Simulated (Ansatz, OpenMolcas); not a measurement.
## Strength of the O–H bond: HNO2 → H + NO2

Species: HNO2 (nitrous acid) `O=NO`, singlet; H atom, doublet; NO2 (nitrogen dioxide) `[O]N=O`, doublet. 

Shapes, held fixed at every level: PBE0-D4/def2-TZVP. Flexible molecules stand in one conformer, not always the lowest. Programs: Ansatz 0.2.0, OpenMolcas 26.06. Electronic energies: no zero-point or thermal term.

```json
{"level": "MP2/STO-3G", "kind": "perturbation theory", "ΔE (kJ/mol)": "+476.1"}
{"level": "r2SCAN/STO-3G", "kind": "meta-GGA", "ΔE (kJ/mol)": "+414.6"}
{"level": "B3LYP/STO-3G", "kind": "global hybrid", "ΔE (kJ/mol)": "+439.1"}
{"level": "BHLYP/STO-3G", "kind": "global hybrid", "ΔE (kJ/mol)": "+465.1"}
{"level": "RPA@PBE/STO-3G", "kind": "RPA", "ΔE (kJ/mol)": "+392.8"}
{"level": "BCCD(T)/STO-3G", "kind": "coupled cluster or CI", "ΔE (kJ/mol)": "+395.1"}
{"level": "CCSD/STO-3G", "kind": "coupled cluster or CI", "ΔE (kJ/mol)": "+418.4"}
{"level": "B3LYP/6-31G* (spherical functions)", "kind": "global hybrid", "ΔE (kJ/mol)": "+320.7"}
```

B3LYP/6-31G* (spherical functions) gives ΔE = +320.7 kJ/mol; the levels span +320.7 to +476.1. The median of the levels is +416.5. No measured value is set beside it here. T1 is large for NO2 (0.075), so single-reference values are less sure there. Spin contamination: NO2 (⟨S²⟩ up to 1.18). Open shells run unrestricted. B3LYP/6-31G* (spherical functions) lies outside the range of all other levels here, so it shouldn't be taken on trust. Rows in sets without polarisation functions are far from converged.
